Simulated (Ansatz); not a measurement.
`NBS` + H–F → `NBF` + H₂S at 500 K and 1 bar (ligand exchange at a B–S bond).

Calculated with Ansatz (gas phase, PBE0-D4/def2-TZVP geometries, no zero-point term in ΔE). CBS: MP2 limit from def2 TZ/QZ plus the TZ coupled-cluster correction, frozen cores. This one scheme is used for every species. Each species was taken in one conformer, which may not be the lowest.

```csv
species,CCSD(T)/CBS energy (Eh),H − E (kJ/mol),S (J/(mol·K))
`NBS`,-479.74963,161.4,318.1
H–F,-100.39570,39.4,188.7
`NBF`,-181.19761,137.2,290.8
H₂S,-398.97279,57.0,224.0
```

H − E and S are ideal-gas, rigid-rotor, harmonic terms from PBE0-D4/def2-TZVP, for one conformer and one mirror image of each species. 1 Eh = 2625.50 kJ/mol, R = 8.31446 J/(mol·K).

**Question.** By hand: ΔE, ΔH, ΔS and ΔG.

**Answer.** ΔE = (-181.19761) + (-398.97279) − (-479.74963) − (-100.39570) = -0.02507 Eh = -65.8 kJ/mol. Δ(H − E) = 137.2 + 57.0 − 161.4 − 39.4 = -6.6, so ΔH = -72.4 kJ/mol. ΔS = 290.8 + 224.0 − 318.1 − 188.7 = 8.0 J/(mol·K). ΔG = -72.4 − 500 × (8.0)/1000 = -76.4 kJ/mol.

**Question.** By hand: the equilibrium constant, and the temperature at which ΔG would vanish if ΔH and ΔS stayed fixed.

**Answer.** log₁₀ K = −ΔG/(RT ln 10) = 8.0. ΔH and −TΔS have one sign here, so there is no such temperature.

The number of gas molecules stays the same, so ΔS is small and ΔH decides. A doubt of 5 kJ/mol in ΔE shifts log₁₀ K by 0.5 here. Other conformers and mirror images would add mixing entropy, several J/(mol·K) or more a flexible species. These are equilibria of isolated gas molecules and say nothing of rates. Largest T1 diagnostic: 0.012 (customary marks: 0.02 for closed shells, 0.045 for open ones).

ΔS is within the doubt of such terms, so its sign, and with it that verdict, could turn.
